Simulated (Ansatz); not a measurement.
Process, species as SMILES: N#P (N-P) + 3 [H][H] (H2) → N (NH3) + P (PH3)
B3LYP-D3(BJ)/def2-TZVP geometries, fixed; electronic energies without zero-point terms.

Basis-set convergence of the energy of full hydrogenation at r2SCAN with Ansatz (a first-principles code). Cartesian d functions, on some or all atoms, in 6-31G*, 6-311+G**; all else is spherical. The program fits the integrals of some runs and decomposes those of others, by size. No added dispersion term, no relativity. Functions are those of the species that has most. Reference: the value in pcseg-4, -72.95 kcal/mol, itself unsure by roughly 0.07 kcal/mol (its mean distance from aug-pcseg-3, aug-cc-pV(Q+d)Z, cc-pV(5+d)Z).

```
basis            functions  energy of full hydrogenation (kcal/mol)
---------------  ---------  ---------------------------------------
def2-SV(P)              32                                        …
def2-SVP                33                                   -76.56
6-31G*                  34                                        …
6-311+G**               53                                        …
def2-TZVPPD             99                                   -73.54
cc-pV(Q+d)Z            154                                   -72.33
def2-QZVPPD            175                                        …
aug-cc-pV(Q+d)Z        227                                   -73.00
aug-pcseg-3            236                                   -72.99
```

Task: What belongs in the gaps?

Result: 
- def2-SV(P), energy of full hydrogenation (kcal/mol): -64.18
- 6-31G*, energy of full hydrogenation (kcal/mol): -65.78
- 6-311+G**, energy of full hydrogenation (kcal/mol): -73.83
- def2-QZVPPD, energy of full hydrogenation (kcal/mol): -72.91
